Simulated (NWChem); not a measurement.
# C4H6 (1-butyne): levels of theory compared

We compute a comparison of 6 runs (r2SCAN/cc-pVDZ, B3LYP/cc-pVDZ, PBE/cc-pVDZ, PBE0/cc-pVDZ, SVWN5/cc-pVDZ, CCSD(T)/cc-pVDZ) of C4H6 (1-butyne). 

The results are computed with NWChem 7.3.0.

## 1. The molecule

The species is C4H6 (10 atoms), meant as a singlet with charge 0. SMILES: `C#CCC`. The coordinates come from a PBE0-D4/def2-TZVP relaxation.

Bond lengths: C1–C2 1.201 Å, C2–C3 1.453 Å, C3–C4 1.526 Å, C1–H5 1.064 Å, C3–H6 1.095 Å, C3–H7 1.095 Å, C4–H8 1.092 Å, C4–H9 1.091 Å, C4–H10 1.091 Å. Some angles: C1–C2–C3 178.8°, C2–C3–C4 112.8°, C2–C1–H5 179.7°, C2–C3–H6 108.8°, C2–C3–H7 108.8°, C4–C3–H6 110.0°, C4–C3–H7 110.0°, C3–C4–H8 110.4°, C3–C4–H9 110.8°, C3–C4–H10 110.8°.

## 2. Energy and gradient at r2SCAN/cc-pVDZ (run 1)

Contents of geom.nw:

```
start geom
memory 2200 mb

geometry units angstrom noautosym nocenter noautoz
  C    -0.710750    1.680210   -1.381330
  C    -0.058400    0.889370   -0.756470
  C     0.705410   -0.079680    0.011620
  C    -0.176980   -0.989860    0.861700
  H    -1.283760    2.383410   -1.937480
  H     1.308110   -0.680710   -0.677310
  H     1.415170    0.455960    0.650710
  H     0.435830   -1.700320    1.420050
  H    -0.763300   -0.406590    1.573470
  H    -0.871330   -1.551790    0.235040
end

basis spherical bse
  * library cc-pVDZ
end

dft
  xc r2scan
  grid xfine
  convergence energy 1e-08
  iterations 100
  mulliken
  print low
end

task dft gradient
```

Run with:

```bash
nwchem geom.nw > geom.out
```

What it wrote:

```text
[...]
 d= 0,ls=0.0,diis     1   -155.8351208195 -2.59D+02  7.37D-03  2.92D-01     4.8
[...]
 d= 0,ls=0.0,diis    11   -155.8689710335 -5.28D-10  1.17D-07  1.14D-10    46.4
         Total DFT energy =     -155.868971033500
      One electron energy =     -412.287405087788
           Coulomb energy =      177.003217772330
    Exchange-Corr. energy =      -23.794770445750
 Nuclear repulsion energy =      103.209986727708
[...]
                         DFT ENERGY GRADIENTS
    atom               coordinates                        gradient
                 x          y          z           x          y          z
   1 C      -1.343123   3.175137  -2.610335    0.014756  -0.017812   0.014064
   2 C      -0.110360   1.680666  -1.429521   -0.015888   0.019076  -0.015060
   3 C       1.333032  -0.150573   0.021959    0.003144  -0.000410   0.000108
   4 C      -0.334444  -1.870564   1.628377   -0.001647  -0.001036   0.001025
   5 H      -2.425955   4.503992  -3.661306    0.003530  -0.004340   0.003431
   6 H       2.471969  -1.286355  -1.279930   -0.003761   0.003437   0.003691
   7 H       2.674284   0.861639   1.229664   -0.004340  -0.002800  -0.003587
   8 H       0.823599  -3.213139   2.683505   -0.003293   0.003928  -0.003103
   9 H      -1.442428  -0.768344   2.973427    0.003441  -0.003268  -0.004078
  10 H      -1.646575  -2.932458   0.444161    0.004057   0.003224   0.003510
[...]
```

Run time: 57 s. Hardware: 1 thread of Intel Xeon 6975P-C (Granite Rapids), shared host; peak memory 0.14 GiB.

## 3. Energy and gradient at B3LYP/cc-pVDZ (run 2)

Contents of geom.nw:

```
start geom
title "C4H6 B3LYP"
memory total 2200 mb
geometry noautosym nocenter noautoz
C       -0.710750       1.680210      -1.381330
C       -0.058400       0.889370      -0.756470
C        0.705410      -0.079680       0.011620
C       -0.176980      -0.989860       0.861700
H       -1.283760       2.383410      -1.937480
H        1.308110      -0.680710      -0.677310
H        1.415170       0.455960       0.650710
H        0.435830      -1.700320       1.420050
H       -0.763300      -0.406590       1.573470
H       -0.871330      -1.551790       0.235040
end
basis spherical bse
C library cc-pVDZ
H library cc-pVDZ
end
dft
xc b3lyp
mult 1
grid xfine
convergence energy 1e-08
maxiter 100
mulliken
print medium
end
task dft gradient
```

Run with:

```bash
nwchem geom.nw > geom.out
```

What it wrote:

```text
[...]
          Wavefunction type:  closed shell.
          No. of atoms     :    10
          No. of electrons :    30
[...]
          Charge           :     0
          Spin multiplicity:     1
[...]
          AO basis - number of functions:    86
[...]
              XC Information
              --------------
                         B3LYP Method XC Potential
                     Hartree-Fock (Exact) Exchange  0.200
                        Slater Exchange Functional  0.800 local
                    Becke 1988 Exchange Functional  0.720 non-local
              Lee-Yang-Parr Correlation Functional  0.810
                  VWN I RPA Correlation Functional  0.190 local
[...]
 d= 0,ls=0.0,diis     1   -155.9308514420 -2.59D+02  8.96D-03  3.46D-01     3.6
[...]
 d= 0,ls=0.0,diis    10   -155.9730392686 -7.68D-10  2.89D-07  1.28D-09    32.1
         Total DFT energy =     -155.973039268592
      One electron energy =     -412.338032705564
           Coulomb energy =      177.062667718675
    Exchange-Corr. energy =      -23.907661009411
 Nuclear repulsion energy =      103.209986727708
[...]
      Total Density - Mulliken Population Analysis
     ---------------------------------------------
    Atom       Charge   Shell Charges
 -----------   ------   -------------------------------------------------------
    1 C    6     6.43   2.01  0.64  0.89  2.04  0.81  0.03
    2 C    6     5.68   2.01  0.68  0.36  2.05  0.51  0.06
    3 C    6     6.00   2.02  0.67  0.30  2.15  0.80  0.07
    4 C    6     6.00   2.01  0.66  0.35  2.12  0.80  0.05
    5 H    1     1.04   0.74  0.27  0.03
    6 H    1     0.96   0.76  0.18  0.03
    7 H    1     0.96   0.76  0.18  0.03
    8 H    1     0.99   0.75  0.21  0.03
    9 H    1     0.97   0.75  0.19  0.03
   10 H    1     0.97   0.75  0.19  0.03
[...]
  wavefunction    = closed shell
[...]
```

It took 38 s on 1 thread of Intel Xeon 6975P-C (Granite Rapids), shared host; peak memory 0.15 GiB.

Runs 3 to 5 aren't shown in full; the table further down has their settings and results.

## 4. A single-point energy at CCSD(T)/cc-pVDZ (run 6)

Contents of c4h6.nw:

```
start c4h6
title "C4H6 ccsd(t)"
memory stack 880 mb heap 220 mb global 1100 mb

geometry units atomic noautosym nocenter noautoz
  C     -1.34312284     3.17513673    -2.61033539
  C     -0.11036001     1.68066572    -1.42952112
  C      1.33303171    -0.15057338     0.02195862
  C     -0.33444373    -1.87056430     1.62837700
  H     -2.42595481     4.50399214    -3.66130657
  H      2.47196964    -1.28635547    -1.27993040
  H      2.67428372     0.86163952     1.22966369
  H      0.82359934    -3.21313912     2.68350558
  H     -1.44242795    -0.76834375     2.97342737
  H     -1.64657506    -2.93245810     0.44416123
end

basis spherical bse
  C library cc-pVDZ
  H library cc-pVDZ
end

scf
  thresh 1e-08
  maxiter 80
end

ccsd
  freeze core 4
  maxiter 60
end

task ccsd(t)
```

Run with:

```bash
nwchem c4h6.nw > c4h6.out
```

What it wrote:

```text
[...]
  functions       =    86
[...]
  wavefunction    = RHF
[...]
         Total SCF energy =   -154.911521119156
      One-electron energy =   -411.814592211145
      Two-electron energy =    153.693091764751
 Nuclear repulsion energy =    103.209979327238
        Time for solution =     13.0s
[...]
 Total MP2 energy:           -155.449948008817614
[...]
             energy      energy      error      ampl     ampl      Block
                                                time     time      time
[...]
 Total CCSD energy:           -155.491855843144634
[...]
 Total CCSD+T(CCSD) energy:           -155.513090706807105
[...]
 Total CCSD(T) energy:                -155.512463202781106
[...]
```

Run time: 90 s. Hardware: 1 thread of Intel Xeon 6975P-C (Granite Rapids), shared host; peak memory 0.24 GiB.

## 5. The series

```tsv
run	level	task	integration grid	energy (Eh)	largest force (eV/Å)	wall time
1	r2SCAN/cc-pVDZ	gradient	xfine	-155.868971	1.493	57 s
2	B3LYP/cc-pVDZ	gradient	xfine	-155.973039	1.027	38 s
3	PBE/cc-pVDZ	gradient	xfine	-155.748008	2.054	39 s
4	PBE0/cc-pVDZ	gradient	xfine	-155.774647	1.064	32 s
5	SVWN5/cc-pVDZ	gradient	xfine	-154.480126	2.252	20 s
6	CCSD(T)/cc-pVDZ	energy	–	-155.512463	–	90 s
```

## 6. What came out

| quantity | value |
| --- | --- |
| run 6: total energy | -155.51246 Eh |
| run 6: HOMO energy (Hartree–Fock orbitals) | -10.32 eV |
| run 6: LUMO energy (Hartree–Fock orbitals) | 4.78 eV |
| run 6: HOMO–LUMO gap (Hartree–Fock orbitals) | 15.10 eV |
| run 6: correlation energy (4 core orbitals frozen) | -600.9 mEh |
| run 6: (T) correction | -20.61 mEh |

Over runs 2, 3, 4, 5 the dipole moment (its size) runs from 0.75 D (B3LYP/cc-pVDZ) to 0.82 D (SVWN5/cc-pVDZ). Over runs 2, 4, 5 the HOMO–LUMO gap runs from 6.61 eV (SVWN5/cc-pVDZ) to 8.95 eV (PBE0/cc-pVDZ). Totals of different functionals can't be ranked against each other. All runs together took 4.6 min, the longest 90 s.
